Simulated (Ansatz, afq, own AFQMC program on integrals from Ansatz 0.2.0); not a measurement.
## SbH$_{3}$, singlet, reference energies and how methods fare

```xyz
4

Sb    0.4600   -0.3123   -0.4683
H     0.8456    0.0730    1.1582
H    -1.0431   -0.9868    0.0097
H    -0.2626    1.2262   -0.6996
```

Geometry: a PBE0/def2-SVP stationary point, not shown to be a minimum. Basis def2-TZVP with its core potentials. Only valence electrons are correlated. Integrals, coupled cluster, full CI and functionals: Ansatz 0.2.0; the random walks run on the same integrals in our own AFQMC program. ph-AFQMC/CISD is guided by a CISD state made of CCSD amplitudes; releasing the constraint for a short imaginary time cuts its bias at the price of noise, slowly where states lie close. Error bars are statistical, one sigma. No spin–orbit coupling.

Best estimates are CCSD(T) at the basis-set limit (def2-TZVPP/QZVPP) plus the step from CCSD(T) to the highest rung at hand in def2-TZVP, named in the table (released AFQMC can keep some 10 meV of bias). Fragments are relaxed and keep their bonds. No zero-point, core-correlation or spin–orbit terms. Other levels are in def2-TZVP; a dash marks a level that is missing or breaks spin symmetry for a member.

Cautions: inner d shell frozen; no spin-orbit coupling.

| process | best estimate (kcal/mol) | highest rung |
| --- | --- | --- |
| Sb1–H2 → SbH2 (doublet; SbH2) + H (doublet) | 70.3 | CCSDT(Q) |
| to free atoms | 195.3 | CCSDT(Q) |

Errors against the best estimates in kcal/mol, the processes numbered in the order above:

```tsv
level	error, 1	error, 2
MP2	-6.5	-23.8
CCSD(T)	-3.5	-12.2
ph-AFQMC/CISD	-3.3 ± 0.06	-11.9 ± 0.05
CCSD(T)/CBS	0.0	-0.2
PBE	-1.8	-1.2
r2SCAN	-2.0	-1.4
PBE0	-2.5	-4.5
B3LYP	-0.5	4.3
wB97M-V	-0.7	0.9
B2PLYP	-2.1	-3.7
```

Cost at the first geometry (cards were shared with other jobs): PBE0/def2-TZVP, 1.1 s on 1 thread of AMD EPYC 7R13 Processor (Zen 3) (shared host); RCCSD(T)/def2-TZVP, 1.4 s on 1 × NVIDIA H100 80GB HBM3 with 1 thread of AMD EPYC 7R13 Processor (Zen 3), on a shared host; CCSD(T)/def2-QZVPP, 1.6 s on 1 × NVIDIA H100 80GB HBM3 with 1 thread of AMD EPYC 7R13 Processor (Zen 3), with other jobs on the host; CCSDT(Q), 1.5 s on 1 × NVIDIA H100 80GB HBM3 with 1 thread of AMD EPYC 7R13 Processor (Zen 3), on a shared host; ph-AFQMC/CISD with release, 28 s on 1 × NVIDIA H100 80GB HBM3 with 2 threads of AMD EPYC 7R13 Processor (Zen 3), with other jobs on the host.

Best estimates are given only where the step beyond CCSD(T) is under 0.3 eV and no member's determinant is very poor (T1 over 0.05, or 0.07 for open shells, ⟨S²⟩ too high by 0.3, two states mixed), so the hardest cases are missing from such tables.

The functionals ran in a triple-zeta set and keep a basis error of their own, a few kJ/mol for each bond in atomization energies and more for double hybrids, so close places among them and the extrapolated levels can swap.

CCSDT and higher add their correlation energy to the determinant of the CCSD(T) run, since their own runs factorise the integrals more tightly (a shift of under 2 meV). Each member of a difference takes its own highest rung, so a best estimate needn't equal the limit plus the step of one row. A walk keeps the symmetry of its determinant, which the program's search chose and which needn't be the lowest solution, so a lower state of the same spin and another symmetry isn't excluded. The exponents were fitted on light atoms, and def2 sets of heavy atoms don't grow evenly, so the limit is rough here.
